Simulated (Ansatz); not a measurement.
Abridged output of a molecular run in Ansatz:

```
Functional definition: HF
1450 factors; integrals over basis functions are off by at most 9.1e-4 eV
mean field evaluation 1: about -8598.4615 eV, gradient 4.0e1 eV
mean field evaluation 2: about -8598.6520 eV, gradient 4.0e1 eV
mean field evaluation 4: about -8602.2021 eV, gradient 4.2e0 eV
mean field evaluation 8: about -8602.2567 eV, gradient 2.1e-1 eV
mean field -8602.25687988 eV, -316.1271095165 hartree, gradient 7.3e-6 eV, S^2 0.000000; 0 other end points of the search recorded, 0 dependent functions left out
5 core orbitals not correlated: weight in the atoms' cores, before any rotation towards them, 1.000 or more for the frozen orbitals, at most 0.000 for the correlated occupied ones
reference -8602.25687988 eV, -316.1271095165 hartree; 16, 16 occupied and 218, 218 virtual orbitals, 1450 factors
second order -27.63354599 eV of doubles, -0.00000000 eV of singles
cycle   1  -27.83674977 eV  change   -2.0e-1 eV  update   1.0e-1
cycle   2  -28.40914254 eV  change   -5.7e-1 eV  update   2.8e-2
cycle   3  -28.53793875 eV  change   -1.3e-1 eV  update   1.3e-2
cycle   4  -28.52780386 eV  change    1.0e-2 eV  update   2.5e-3
cycle   5  -28.52701963 eV  change    7.8e-4 eV  update   1.0e-3
cycle   6  -28.52773799 eV  change   -7.2e-4 eV  update   2.9e-4
cycle   7  -28.52765020 eV  change    8.8e-5 eV  update   1.2e-4
cycle   8  -28.52758804 eV  change    6.2e-5 eV  update   4.0e-5
cycle   9  -28.52759349 eV  change   -5.5e-6 eV  update   1.3e-5
perturbative correction -0.96272414 eV, -0.0353794596 hartree
Total energy: -8631.74719751 eV, -317.2108587003 hartree
```

Its atoms:

Z-matrix (Å, degrees):
```
C
C 1 1.504
H 1 1.090 2 110.0
H 1 1.090 2 109.2 3 -119.9
H 1 1.090 2 110.1 3 120.3
C 2 1.504 1 116.0 3 -60.2
F 2 1.370 1 108.7 3 62.6
F 2 1.370 1 108.7 3 177.1
H 6 1.090 2 109.2 1 179.9
H 6 1.090 2 110.0 1 -60.2
H 6 1.090 2 110.1 1 60.1
```

Question: Which basis set was used?
A. def2-TZVPPD
B. def2-QZVPP
C. def2-TZVPP
D. def2-SVPD

Answer: C. It gives 239 functions.

Question: Write the keys of the input that set method, charge and spin (a neutral closed shell needs none for the last two).

Answer: 
```yaml
correlation: {method: ccsd_t}
```
